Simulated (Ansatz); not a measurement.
Compounds of Si with 4 ligands, in which F is traded for H. Quantity: electronic atomisation energy to ground-state atoms, in kcal/mol. Structures are relaxed separately at B3LYP-D3(BJ)/def2-TZVP in Ansatz (a first-principles code). Cores are frozen in the correlated levels unless marked. Open shells are spin-unrestricted. Spin-orbit coupling is left out. Non-relativistic. CBS(X,Y): correlation extrapolated as X^-3; Hartree-Fock from the larger set. The bracket is a focal-point correction in the basis named. The first level has limits of its own: it lacks core correlation, which all-electron functionals hold.

| n(H) | species (SMILES) | RI-MP2/CBS(aug-cc-pV(T+d)Z,aug-cc-pV(Q+d)Z)+[CCSD(T)-MP2]/aug-cc-pV(T+d)Z (Ansatz) | PBE/def2-TZVPD (Ansatz) | B3LYP-D3(BJ)/def2-TZVPD (Ansatz + dftd3) |
|---|---|---|---|---|
| 0 | F[Si](F)(F)F | 576.3 | 569.1 | 557.0 |
| 1 | F[SiH](F)F | 514.0 | 506.1 | 500.1 |
| 2 | F[SiH2]F | 447.9 | 438.7 | 439.0 |
| 3 | F[SiH3] | ? | ? | ? |
| 4 | [SiH4] (SiH4) | 325.9 | 313.5 | 325.7 |

**Question.** Fit a straight line through the known rows at each level by least squares, predict the withheld row (n(H) = 3), and compare with the run.

**Answer.** 
- The known rows have mean n(H) = 1.75 and Σ(n(H) - mean)² = 8.75.
- RI-MP2/CBS(aug-cc-pV(T+d)Z,aug-cc-pV(Q+d)Z)+[CCSD(T)-MP2]/aug-cc-pV(T+d)Z: mean 466.02, Σ(n(H) - mean)(y - mean) = -548.77, slope -62.72 kcal/mol a step; the line gives 466.02 + (-62.72)×(3 - 1.75) = 387.6; the run gives 383.7, -3.9 from the line, whose largest residual on the known rows is 2.4.
- PBE/def2-TZVPD: mean 456.85, Σ(n(H) - mean)(y - mean) = -560.45, slope -64.05 kcal/mol a step; the line gives 456.85 + (-64.05)×(3 - 1.75) = 376.8; the run gives 372.9, -3.9 from the line, whose largest residual on the known rows is 2.1.
- B3LYP-D3(BJ)/def2-TZVPD: mean 455.45, Σ(n(H) - mean)(y - mean) = -507.25, slope -57.97 kcal/mol a step; the line gives 455.45 + (-57.97)×(3 - 1.75) = 383.0; the run gives 379.4, -3.6 from the line, whose largest residual on the known rows is 2.0.
- PBE minus the first level along the series: -7.2, -7.9, -9.2, -10.8, -12.4 kcal/mol.
